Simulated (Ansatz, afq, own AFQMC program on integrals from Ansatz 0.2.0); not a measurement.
## Ge, triplet → Ge⁺, doublet

A free Ge atom.

E(doublet, charge +1) − E(triplet, charge +0) at this geometry, on UHF and UHF determinants.

Basis cc-pVQZ. Only valence electrons are correlated. Integrals, coupled cluster, full CI and functionals: Ansatz 0.2.0; the random walks run on the same integrals in our own AFQMC program. ph-AFQMC/CISD is guided by a CISD state made of CCSD amplitudes; releasing the constraint for a short imaginary time cuts its bias at the price of noise, slowly where states lie close. ± is one standard error of the sampling. No spin–orbit coupling. The errors of all members are added in quadrature.

Full CI on the same integrals is exact in this basis and with this determinant's frozen core.

Errors are counted within cc-pVQZ, not against nature.

Cautions: inner d shell frozen; no relativity below Rb; no spin-orbit coupling; Ge (triplet): the released energies have errors that jump between times, so the bars are unsure, so no released level is given (meV from the phaseless value at times in 1/Eh: -6 ± 5 at 0.24, -1.3 ± 0.9 at 0.51, -2.5 ± 0.7 at 0.99, -4.5 ± 1.2 at 1.62, -4.8 ± 0.8 at 2.40), though the last usable value meets full CI within the noise.

Reference (full CI): 758.9 kJ/mol.

```json
{"level": "HF", "vertical ionization energy (kJ/mol)": "717.3", "error against FCI (kJ/mol)": "-41.6"}
{"level": "MP2", "vertical ionization energy (kJ/mol)": "753.3", "error against FCI (kJ/mol)": "-5.6"}
{"level": "CCSD", "vertical ionization energy (kJ/mol)": "754.9", "error against FCI (kJ/mol)": "-4.0"}
{"level": "CCSD(T)", "vertical ionization energy (kJ/mol)": "758.1", "error against FCI (kJ/mol)": "-0.8"}
{"level": "ph-AFQMC/CISD", "vertical ionization energy (kJ/mol)": "758.7 ± 0.1", "error against FCI (kJ/mol)": "-0.2 ± 0.1"}
```

Correlation beyond CCSD(T) adds 0.8 kJ/mol. The perturbative (T) step is worth +3.2 kJ/mol.

A walk keeps the symmetry of its determinant, which the program's search chose and which needn't be the lowest solution, so a lower state of the same spin and another symmetry isn't excluded.
